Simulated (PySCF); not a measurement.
LiB: one state, many levels of theory

State: ³Π (triplet), unpaired electrons σ ↑, π ↑. Set-up: Li 6-31G(d,p), B 6-31G(d,p); no relativity (PySCF 2.14). De refers to Li + B in their high-spin ground configurations, without counterpoise correction. The functionals are run spin-unrestricted. A positive dipole means Li(−)B(+).

| Level | Re (Å) | ωe (cm⁻¹) | De (eV) | μ (D) | CPU s a point (SCF and correlation, without the integrals) |
| --- | --- | --- | --- | --- | --- |
| UHF | 2.144 | 573 | 0.70 | -5.68 | 0.024 |
| UHF-MP2 | 2.142 | 565 | 0.98 | n/a | 0.034 |
| UHF-SCS-MP2 | 2.137 | 567 | 0.88 | n/a | n/a |
| UHF-CCSD | 2.148 | 546 | 0.93 | n/a | n/a |
| UHF-CCSD(T) | 2.153 | 541 | 0.96 | n/a | 0.32 |
| PBE | 2.167 | 517 | 1.41 | -4.16 | 0.2 |
| BLYP | 2.166 | 510 | 1.27 | -3.94 | 0.15 |
| r²SCAN | 2.164 | 533 | 1.47 | -4.78 | 0.3 |
| M06-L | 2.141 | 551 | 1.47 | -5.31 | 0.84 |
| TPSSh | 2.154 | 540 | 1.31 | -4.76 | 0.35 |
| PBE0 | 2.146 | 545 | 1.30 | -4.82 | 0.3 |

The bond length runs from 2.137 Å (UHF-SCS-MP2) to 2.167 Å (PBE). De spans 0.70 eV (UHF, mean field) to 1.47 eV (r²SCAN, meta-GGA). Correlation at CCSD(T) changes the Hartree–Fock bond energy by +0.26 eV; the triples alone change it by +0.03 eV.

Correlated steps freeze 1 core orbital. Correlated levels converge slowly with the basis: in double zeta they bind strong bonds too weakly, by up to about 1 eV, and carry superposition errors of some tenths. The state is the lowest determinant that a PBE0 search found; another state may lie lower at other levels.

The whole job (state search and all levels along the bond) took about 0.7 min on 1 thread of Arm Neoverse V2 (shared host), peak memory 0.38 GiB.
